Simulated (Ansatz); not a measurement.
# [H···H···BH2], doublet: the ladder up to full CI

All five atoms lie in one plane.

Geometry: a point of a hydrogen-transfer path between rigid fragments, not a stationary point.

```xyz
5

H    -2.2119    0.0000    0.0000
H    -1.4669    0.0000    0.0000
B     0.2091    0.0000    0.0000
H     0.7182    0.0000    1.0770
H     0.7182    0.0000   -1.0770
```

Basis cc-pVDZ; Ansatz 0.2.0. Only valence electrons are correlated (noble-gas cores frozen), which leaves 7 electrons in 33 orbitals. R marks a restricted (for open shells ROHF) determinant, U an unrestricted one. Active spaces: valence = (7e, 8o) chosen from the atoms' valence shells; pair = (3e, 3o) about the gap.

Full CI is exact within this basis and frozen core; it isn't the basis-set limit. The frozen core follows each run's orbitals, which can shift R against U totals by a few meV.

For open shells CISD is restricted-active-space CI with the open shells as a complete middle space.

* UHF ⟨S²⟩: 0.765
* T1 diagnostic (RCCSD): 0.0197
* largest doubles amplitude (RCCSD): 0.043
* T1 diagnostic (UCCSD): 0.0107

| level | E − E(RHF) (eV) |
| --- | --- |
| UHF | -0.1182 |
| RMP2 | -2.8064 |
| UMP2 | -2.8118 |
| RCCSD | -3.5894 |
| UCCSD | -3.5904 |
| RCCSD(T) | -3.6381 |
| UCCSD(T) | -3.6379 |

(1) Estimate how far full CI in cc-pVDZ lies from RCCSD(T). The table doesn't fix it; the size of (T) and the diagnostics are the guide.

(1) Full CI in cc-pVDZ lies 1.4 kJ/mol below RCCSD(T), which is 30 % of the (T) step (-4.7 kJ/mol). The diagnostics give no warning, yet the rest is a sizeable part of (T).

The other levels:

```csv
level,E − E(full CI) (kJ/mol),share of correlation (%),wall time
CISD,19.4,94.49,0.64 s
BCCD(T),1.4,99.59,1.2 s
RCCSDT,0.1,99.96,–
UCCSDT,0.1,99.97,–
RCCSDT(Q),0.0,99.99,5.5 s
UCCSDT(Q),0.0,100.00,4.9 s
RCCSDTQ,0.0,100.00,22 s (H100)
UCCSDTQ,0.0,100.00,31 s (H100)
CASSCF (pair space),302.9,14.05,–
NEVPT2 (pair space),76.9,78.19,0.33 s
MRCISD (pair space),15.3,95.65,–
MRCISD+Q (pair space),-1.0,100.28,0.48 s
CASSCF (valence space),210.3,40.33,–
NEVPT2 (valence space),60.4,82.86,2 s
MRCISD (valence space),7.8,97.79,–
MRCISD+Q (valence space),0.2,99.94,2.8 s
```

The correlation energy at full CI, counted from RHF, is -3.653 eV. That run took 34 s on 2 threads of AMD EPYC 7R13 with a shared H100 80 GB, shared host over 55,991,320 determinants.

Times hold each run's SCF and search for its determinant on a shared host, so for small cases they say little of a method's own cost; rows without a card ran on 1 thread of AMD EPYC 7R13.

Not variational, and here over 5 meV under the exact energy: MRCISD+Q (pair space).

The full-CI state has the irrep A1 of C2v, in the program's axes.

Natural occupations of full CI about the gap: 1.962 1.957 1.956 0.989 0.022 0.020 0.019 0.018 0.009 0.009; effectively unpaired electrons, Σ n²(2−n)², 1.03.
